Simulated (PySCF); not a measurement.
# BH3O2 (SMILES OBO): levels of theory compared

Aim: a comparison of 6 runs (HF/STO-3G, B3LYP/6-31G*, M06-2X/6-31G**, M06-2X/6-31+G*, PBE0/6-311+G**, M06-2X/def2-SVPD) of BH3O2. The job is set up through a Python script.

The calculation is run with PySCF 2.14.0.

**1. The system as given**

The species is BH3O2 (6 atoms), meant as a singlet with charge 0. As SMILES, `OBO`. The shape is that of a PBE0-D4/def2-TZVP optimisation. This is one conformer, not always the lowest.

Bond lengths: O1–B2 1.356 Å, B2–O3 1.356 Å, O1–H4 0.958 Å, B2–H5 1.204 Å, O3–H6 0.958 Å. Angles: O1–B2–O3 116.8°, O1–B2–H5 121.6°, O3–B2–H5 121.6°, B2–O1–H4 112.7°, B2–O3–H6 112.7°.

**2. Energy and gradient at HF/STO-3G (run 1)**

Contents of start.xyz:

```xyz
6

O     -1.176200    -0.524500    -0.251800
B      0.049500     0.028100    -0.072900
O      0.580600    -0.053800     1.172500
H     -1.494700    -0.433500    -1.150600
H      0.637800     0.565600    -0.976100
H      1.445200     0.354100     1.232800
```

Contents of job.py:

```python
import pyscf.grad
from pyscf import gto, scf

system = gto.Mole()
system.atom = 'start.xyz'
system.basis = 'sto-3g'
system.verbose = 4
system.max_memory = 1860
system.charge = 0
system.build()

mf = scf.RHF(system)
mf.conv_tol = 1e-10
mf.kernel()
if not mf.converged:
    mf = mf.newton().run(mf.mo_coeff, mf.mo_occ)

etot = mf.e_tot
print(f'total energy: {etot:.8f} hartree')
grad = mf.Gradients().kernel()
mf.analyze()
```

Launch:

```bash
$ OMP_NUM_THREADS=1 python job.py
```

Standard output:

```text
PySCF version 2.14.0

[... 57 lines left out ...]
total energy: -173.88577750 hartree
[... 14 lines left out ...]
Nuclear Repulsion Energy =              66.705244562912611
[... 1 line left out ...]
Two-electron Energy =                  132.435929987494461
[... 1 line left out ...]
DFT Exchange-Correlation Energy =      -21.771829723391221
[... 3 lines left out ...]
MO #2   energy= -20.2664982466053  occ= 2
[... 1 line left out ...]
MO #4   energy= -1.30383038229357  occ= 2
[... 1 line left out ...]
MO #6   energy= -0.694135883092295 occ= 2
MO #7   energy= -0.590601847238397 occ= 2
MO #8   energy= -0.56568651650412  occ= 2
MO #9   energy= -0.473433113461209 occ= 2
MO #10  energy= -0.472419332181229 occ= 2
MO #11  energy= -0.373819069919783 occ= 2
MO #12  energy= -0.37041831177417  occ= 2
MO #13  energy= 0.357801865030299  occ= 0
MO #14  energy= 0.564730277561279  occ= 0
MO #15  energy= 0.660650543198988  occ= 0
MO #16  energy= 0.699083216021669  occ= 0
MO #17  energy= 0.828929097010458  occ= 0
MO #18  energy= 0.96153715988829   occ= 0
 ** Mulliken pop on meta-lowdin orthogonal AOs  **
 ** Mulliken pop  **
pop of  0 O 1s            1.99988
pop of  0 O 2s            1.61359
pop of  0 O 2px           1.49061
pop of  0 O 2py           1.74000
pop of  0 O 2pz           1.36111
pop of  1 B 1s            1.99959
pop of  1 B 2s            0.85422
pop of  1 B 2px           0.67662
pop of  1 B 2py           0.53329
pop of  1 B 2pz           0.74890
pop of  2 O 1s            1.99988
pop of  2 O 2s            1.61361
pop of  2 O 2px           1.32083
pop of  2 O 2py           1.69847
pop of  2 O 2pz           1.57242
pop of  3 H 1s            0.84133
pop of  4 H 1s            1.09432
pop of  5 H 1s            0.84134
 ** Mulliken atomic charges  **
charge of    0O =     -0.20519
charge of    1B =      0.18738
charge of    2O =     -0.20521
charge of    3H =      0.15867
charge of    4H =     -0.09432
charge of    5H =      0.15866
Dipole moment(X, Y, Z, Debye):  0.99571,  0.90958, -1.52912
```

Wall time 1.4 s (1 thread of Intel Xeon at 2.70GHz, shared host); peak memory 0.12 GiB.

**3. Energy and gradient at B3LYP/6-31G(d) (Cartesian functions) (run 2)**

Contents of run.py:

```python
import pyscf.grad
from pyscf import gto, dft

mol = gto.M(
    atom=[
    ('O', (-1.176200, -0.524500, -0.251800)),
    ('B', (0.049500, 0.028100, -0.072900)),
    ('O', (0.580600, -0.053800, 1.172500)),
    ('H', (-1.494700, -0.433500, -1.150600)),
    ('H', (0.637800, 0.565600, -0.976100)),
    ('H', (1.445200, 0.354100, 1.232800)),
],
    charge=0,
    max_memory=1860,
    verbose=4,
    cart=True,
    basis='6-31g*',
    spin=0,
)

ks = dft.RKS(mol, xc='b3lyp')
ks.conv_tol = 1e-10
ks.grids.level = 5
ks.kernel()
if not ks.converged:
    ks = ks.newton().run(ks.mo_coeff, ks.mo_occ)

etot = ks.e_tot
print(f'total energy: {etot:.8f} hartree')
grad = ks.Gradients().kernel()
ks.analyze()
```

Launch:

```bash
$ OMP_NUM_THREADS=1 python run.py
```

Standard output:

```text
PySCF version 2.14.0

[... 91 lines left out ...]
One-electron Energy =                 -374.620024023545795
[... 7 lines left out ...]
MO #3   energy= -6.78388335731741  occ= 2
[... 5 lines left out ...]
MO #9   energy= -0.384278333061287 occ= 2
[... 5 lines left out ...]
MO #15  energy= 0.0923194522683839 occ= 0
[... 5 lines left out ...]
MO #21  energy= 0.58477483685015   occ= 0
[... 5 lines left out ...]
MO #27  energy= 0.939306508312343  occ= 0
[... 5 lines left out ...]
MO #33  energy= 1.26742867200008   occ= 0
[... 5 lines left out ...]
MO #39  energy= 1.74265679420251   occ= 0
[... 5 lines left out ...]
MO #45  energy= 2.41583115789239   occ= 0
[... 5 lines left out ...]
MO #51  energy= 3.90514864604356   occ= 0
[... 21 lines left out ...]
pop of  1  B 2py          0.54430
pop of  1  B 2pz          0.71568
pop of  1  B 3px          0.01581
pop of  1  B 3py          0.00673
pop of  1  B 3pz          0.02059
pop of  1  B 3dxx         0.00189
pop of  1  B 3dxy         0.00254
pop of  1  B 3dxz         0.00251
pop of  1  B 3dyy         0.00153
pop of  1  B 3dyz         0.00229
pop of  1  B 3dzz         0.00219
pop of  2  O 1s           1.99995
pop of  2  O 2s           1.56132
pop of  2  O 3s           0.00323
pop of  2  O 2px          1.47086
pop of  2  O 2py          1.72125
pop of  2  O 2pz          1.69342
pop of  2  O 3px          0.00440
pop of  2  O 3py          0.00172
pop of  2  O 3pz          0.00331
pop of  2  O 3dxx         0.00175
pop of  2  O 3dxy         0.00267
pop of  2  O 3dxz         0.00211
pop of  2  O 3dyy         0.00164
pop of  2  O 3dyz         0.00172
pop of  2  O 3dzz         0.00250
pop of  3  H 1s           0.64854
pop of  3  H 2s           0.01424
pop of  4  H 1s           1.03365
pop of  4  H 2s           0.00386
pop of  5  H 1s           0.64855
pop of  5  H 2s           0.01415
 ** Mulliken atomic charges  **
charge of    0O =     -0.47184
charge of    1B =      0.30669
charge of    2O =     -0.47186
charge of    3H =      0.33721
charge of    4H =     -0.03751
charge of    5H =      0.33730
Dipole moment(X, Y, Z, Debye):  1.08780,  0.99374, -1.67049
```

Run time: 11 s. Hardware: 1 thread of Intel Xeon at 2.70GHz, shared host; peak memory 0.53 GiB.

**4. Energy and forces at M06-2X/6-31G(d,p) (spherical functions) (run 3)**

Contents of calc.py:

```python
from pyscf import gto, dft

molecule = gto.M(
    atom='''
O   -1.176200  -0.524500  -0.251800
B    0.049500   0.028100  -0.072900
O    0.580600  -0.053800   1.172500
H   -1.494700  -0.433500  -1.150600
H    0.637800   0.565600  -0.976100
H    1.445200   0.354100   1.232800
''',
    verbose=4,
    basis='6-31g**',
    max_memory=1860,
)

mf = dft.RKS(molecule, xc='m06-2x')
mf.conv_tol = 1e-10
mf.grids.level = 5
mf.kernel()
if not mf.converged:
    mf = mf.newton().run(mf.mo_coeff, mf.mo_occ)

e_tot = mf.e_tot
print('E = %.10f Eh' % e_tot)
grad = mf.nuc_grad_method().kernel()
dip = mf.dip_moment()
pop, q = mf.mulliken_pop()
```

Launch:

```bash
$ OMP_NUM_THREADS=1 python calc.py
```

Standard output:

```text
PySCF version 2.14.0

[... 73 lines left out ...]
converged SCF energy = -177.128729844658
[... 14 lines left out ...]
Dipole moment(X, Y, Z, Debye):  1.14080,  1.04217, -1.75195
[... 25 lines left out ...]
pop of  1 B 3dyz          0.02087
pop of  1 B 3dz^2         0.03337
pop of  1 B 3dxz          0.03671
pop of  1 B 3dx2-y2       0.02033
pop of  2 O 1s            1.99736
pop of  2 O 2s            0.89584
pop of  2 O 3s            0.87356
pop of  2 O 2px           0.90254
pop of  2 O 2py           1.01681
pop of  2 O 2pz           1.01552
pop of  2 O 3px           0.50627
pop of  2 O 3py           0.69867
pop of  2 O 3pz           0.56649
pop of  2 O 3dxy          0.00347
pop of  2 O 3dyz          0.00334
pop of  2 O 3dz^2         0.00623
pop of  2 O 3dxz          0.00199
pop of  2 O 3dx2-y2       0.00199
pop of  3 H 1s            0.48861
pop of  3 H 2s            0.13383
pop of  3 H 2px           0.01084
pop of  3 H 2py           0.00998
pop of  3 H 2pz           0.01952
pop of  4 H 1s            0.52493
pop of  4 H 2s            0.59237
pop of  4 H 2px           0.00150
pop of  4 H 2py           0.00126
pop of  4 H 2pz           0.00320
pop of  5 H 1s            0.48861
pop of  5 H 2s            0.13384
pop of  5 H 2px           0.01903
pop of  5 H 2py           0.01199
pop of  5 H 2pz           0.00932
 ** Mulliken atomic charges  **
charge of    0O =     -0.49003
charge of    1B =      0.42892
charge of    2O =     -0.49005
charge of    3H =      0.33722
charge of    4H =     -0.12326
charge of    5H =      0.33721
```

Wall time 24 s (1 thread of Intel Xeon at 2.70GHz, shared host); peak memory 0.58 GiB.

Runs 4 to 5 aren't shown in full; the table further down has their settings and results.

**5. Energy and gradient at M06-2X/def2-SVPD (run 6)**

Contents of job.py:

```python
from pyscf import gto, dft

mol = gto.Mole()
mol.atom = '''
O     -2.222696    -0.991161    -0.475833
B      0.093541     0.053101    -0.137761
O      1.097175    -0.101667     2.215704
H     -2.824574    -0.819196    -2.174319
H      1.205267     1.068829    -1.844562
H      2.731032     0.669152     2.329654
'''
mol.spin = 0
mol.unit = 'bohr'
mol.max_memory = 1860
mol.verbose = 4
mol.basis = 'def2-svpd'
mol.build()

calc0 = dft.RKS(mol, xc='m06-2x')
calc0.conv_tol = 1e-10
calc0.grids.level = 5
calc0.kernel()
if not calc0.converged:
    calc0 = calc0.newton().run(calc0.mo_coeff, calc0.mo_occ)

etot = calc0.e_tot
print('E = %.10f Eh' % etot)
grad = calc0.nuc_grad_method().kernel()
dip = calc0.dip_moment()
pop, q = calc0.mulliken_pop()
```

Launch:

```bash
$ OMP_NUM_THREADS=1 python job.py
```

Standard output:

```text
PySCF version 2.14.0

[... 73 lines left out ...]
converged SCF energy = -177.015893110425
[... 14 lines left out ...]
Dipole moment(X, Y, Z, Debye):  1.15043,  1.05100, -1.76677
[... 58 lines left out ...]
pop of  2 O 3dyz          0.00171
pop of  2 O 3dz^2         0.00442
pop of  2 O 3dxz          0.00155
pop of  2 O 3dx2-y2       0.00131
pop of  2 O 4dxy         -0.00523
pop of  2 O 4dyz          0.00205
pop of  2 O 4dz^2         0.00296
pop of  2 O 4dxz         -0.00024
pop of  2 O 4dx2-y2      -0.00428
pop of  3 H 1s            0.70411
pop of  3 H 2s            0.04606
pop of  3 H 2px           0.01829
pop of  3 H 2py           0.01626
pop of  3 H 2pz           0.03199
pop of  3 H 3px           0.01420
pop of  3 H 3py           0.00968
pop of  3 H 3pz           0.00137
pop of  4 H 1s            0.76909
pop of  4 H 2s            0.09722
pop of  4 H 2px           0.00303
pop of  4 H 2py           0.00270
pop of  4 H 2pz           0.00659
pop of  4 H 3px           0.00352
pop of  4 H 3py           0.00462
pop of  4 H 3pz          -0.00148
pop of  5 H 1s            0.70412
pop of  5 H 2s            0.04607
pop of  5 H 2px           0.03130
pop of  5 H 2py           0.01944
pop of  5 H 2pz           0.01579
pop of  5 H 3px           0.00376
pop of  5 H 3py           0.00712
pop of  5 H 3pz           0.01437
 ** Mulliken atomic charges  **
charge of    0O =     -0.51734
charge of    1B =      0.60390
charge of    2O =     -0.51734
charge of    3H =      0.15804
charge of    4H =      0.11471
charge of    5H =      0.15802
```

It took 35 s on 1 thread of Intel Xeon at 2.70GHz, shared host; peak memory 0.88 GiB.

**6. All runs side by side**

```
run                                 level  Cartesian functions  integration grid  energy (Eh)  dipole moment (D)  HOMO energy (eV)  LUMO energy (eV)  wall time
  1                             HF/STO-3G                   no                 –  -173.885777               2.04            -10.08              9.74      1.4 s
  2    B3LYP/6-31G* (Cartesian functions)                  yes                 5  -177.191889               2.23             -8.54              1.44       11 s
  3  M06-2X/6-31G** (spherical functions)                   no                 5  -177.128730               2.34            -10.37              2.70       24 s
  4  M06-2X/6-31+G* (spherical functions)                   no                 5  -177.127938               2.68            -10.73              0.28       22 s
  5                        PBE0/6-311+G**                   no                 5  -177.059774               2.46             -9.22              0.10       22 s
  6                      M06-2X/def2-SVPD                   no                 5  -177.015893               2.36            -10.77              0.28       35 s
```

**7. Summary of results**

| quantity | value |
| --- | --- |
| run 6: total energy | -177.01589 Eh |
| run 6: dipole moment | 2.36 D |
| run 6: HOMO energy | -10.77 eV |
| run 6: LUMO energy | 0.28 eV |
| run 6: HOMO–LUMO gap | 11.05 eV |
| run 6: largest force on an atom | 0.116 eV/Å |

**Reading.** The dipole moment (its size) runs from 2.04 D (HF/STO-3G) to 2.68 D (M06-2X/6-31+G*). The two ends differ in method and basis. The HOMO–LUMO gap runs from 9.32 eV (PBE0/6-311+G**) to 19.82 eV (HF/STO-3G). Totals of different functionals can't be ranked against each other. In run 1 the basis is minimal, so the values are rough. All runs together took 1.9 min, the longest 35 s.
